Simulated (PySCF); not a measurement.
dichloromethane (CH₂Cl₂), SMILES ClCCl.

Coordinates come from a PBE0-D3(BJ)/def2-TZVP optimisation.

Computed with PBE/def2-TZVPD (PySCF).

Symmetry labels are those of the subgroup C2v that the program uses (full group C2v).

Computed valence orbital energies around the gap with their symmetry:
| orbital | symmetry | energy (eV) |
|---|---|---|
| HOMO−7 | A1 | -16.51 |
| HOMO−6 | B2 | -12.30 |
| HOMO−5 | A1 | -11.59 |
| HOMO−4 | B1 | -11.28 |
| HOMO−3 | A1 | -8.07 |
| HOMO−2 | A2 | -7.95 |
| HOMO−1 | B1 | -7.53 |
| HOMO | B2 | -7.33 |
| LUMO | A1 | -1.41 |
| LUMO+1 | B1 | -0.46 |
| LUMO+2 | A1 | -0.24 |
| LUMO+3 | B2 | 0.49 |
